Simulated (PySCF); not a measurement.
Gas-phase reaction: CH₃SiH + 3 SiH₄ = 2 Si₂H₆ + CH₄

Computed with PySCF and rigid-rotor harmonic-oscillator thermochemistry at 1 bar. † marks an energy on the PBE0/def2-TZVP geometry and frequencies; other levels use their own. MP2 and CCSD(T) freeze the core. All species are closed-shell singlets. B3LYP is the form with VWN-RPA correlation. CH₃SiH: computed as isolated molecules; such fragments, hydroxides, amides, oligomers or adducts are transient or little studied in the gas. MP2 isn't extrapolated to the basis-set limit; its ΔH°(298 K) is -220.3 kJ in def2-SVP and -227.3 kJ in def2-TZVPP. CCSD(T) isn't extrapolated to the basis-set limit; its ΔH°(298 K) is -209.5 kJ in def2-SVP and -220.2 kJ in def2-TZVPP. The harmonic model lacks anharmonicity and excited electronic states, which grow with temperature; levels with a mode under 35 cm⁻¹ are left out. Internal rotation in CH₃SiH, Si₂H₆ is treated as a harmonic vibration of one conformer, which makes the entropy rough.

```tsv
level	ΔE electronic, kJ	ΔH°(298 K), kJ	ΔS°(298 K), J/K	ΔG°(2500 K), kJ
B3LYP/def2-TZVP†	-228	-212	-141	102
BLYP/def2-TZVP†	-218	-202	-141	112
CCSD(T)/def2-SVP†	-226	-209	-141	105
MP2/def2-SVP†	-237	-220	-141	94
MP2/def2-TZVPP†	-244	-227	-141	87
PBE0/def2-SVP†	-265	-249	-141	65
PBE0/def2-TZVP	-265	-248	-141	66
```
ΔH° is lowest at PBE0/def2-SVP† and highest at BLYP/def2-TZVP†. No reference value is set beside these.
